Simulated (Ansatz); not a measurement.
# Relative stability

Two isomers of SiNH$_{4}$ (charge +1), closed shell, relaxed at PBE0-D4/def2-TZVP (vibrations not checked).

A:

```json
{"atom": "N1", "x (Å)": "-0.0186", "y (Å)": "-0.8472", "z (Å)": "0.1288"}
{"atom": "Si2", "x (Å)": "0.0169", "y (Å)": "0.7701", "z (Å)": "-0.1171"}
{"atom": "H3", "x (Å)": "0.3416", "y (Å)": "-1.5247", "z (Å)": "-0.5333"}
{"atom": "H4", "x (Å)": "-0.4033", "y (Å)": "-1.2812", "z (Å)": "0.9600"}
{"atom": "H5", "x (Å)": "0.6060", "y (Å)": "1.2538", "z (Å)": "-1.3707"}
{"atom": "H6", "x (Å)": "-0.5426", "y (Å)": "1.6293", "z (Å)": "0.9323"}
```

B:

```
atom    x (Å)    y (Å)    z (Å)
  N1   0.1060  -0.9774   0.2130
 Si2  -0.1676   0.9478  -0.1422
  H3  -0.1968  -1.5497  -0.5800
  H4  -0.3918  -1.3098   1.0394
  H5   0.7334   0.7804  -1.3499
  H6   1.0979  -1.1946   0.3432
```

Program: Ansatz 0.2.0. Basis: def2-TZVPP. Cores are frozen in the correlated methods. B3LYP uses VWN-RPA correlation.

**Question.** Which structure is lower at CCSD(T), and by how much? (An estimate is asked for; the value comes from the calculation.)

**Answer.** The calculation gives: A, by 15.51 kcal/mol (electronic energy, against the other). By their contacts, A is SiNH₄ ([NH2][SiH2]), total charge +1 and B is SiNH₄ ([NH3][SiH]), total charge +1.

All methods give the same order:

```
   method  E(B) − E(A) (kcal/mol)
   PBE-D4                   16.42
r2SCAN-D4                   20.75
  PBE0-D4                   16.97
 B3LYP-D4                   16.92
  wB97M-V                   15.07
       HF                   18.28
      MP2                   19.32
     CCSD                   15.08
  CCSD(T)                   15.51
```

No T1 diagnostic of these runs exceeds 0.015. The restricted Hartree–Fock reference is unstable towards an unrestricted one at one or more of these structures.

Labels in which every atom is bracketed show which atoms are joined, not bond orders.
